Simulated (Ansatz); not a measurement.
Ansatz (a first-principles code) input (B3LYP/def2-SVPD):

Ansatz 0.2 input:
```yaml
crystal:
  periodic: [false, false, false]
  atoms:
    - {symbol: C, position_ang: [-0.00000000, -0.00000000, -1.08079300]}
    - {symbol: S, position_ang: [0.00000000, 0.00000000, 0.40529737]}
basis:
  gaussian:
    orbitals: def2-SVPD
hamiltonian:
  xc: {name: B3LYP}
total_charge: 1
magnetization: {spin_polarized: true, initial_magnetization: 1}
```

Output:

```
Functional definition: B3LYP
integrals: 0.01 GiB planned
449 factors; integrals over basis functions are off by at most 8.0e-4 eV
mean field: 0.13 GiB planned
mean field evaluation 1: about -11851.4894 eV, gradient 2.4e1 eV
mean field evaluation 2: about -11842.7520 eV, gradient 4.3e1 eV
mean field evaluation 4: about -11854.7432 eV, gradient 1.5e0 eV
mean field evaluation 8: about -11854.8111 eV, gradient 1.3e-1 eV
mean field evaluation 16: about -11854.8120 eV, gradient 8.2e-5 eV
mean field -11854.81200024 eV, -435.6563055287 hartree, gradient 8.2e-5 eV, S^2 0.788058; 0 other end points of the search recorded, 0 dependent functions left out
reference -11854.81216045 eV, -435.6563114161 hartree; 11, 10 occupied and 36, 37 virtual orbitals, 449 factors
Total energy: -11854.81216045 eV, -435.6563114161 hartree
```
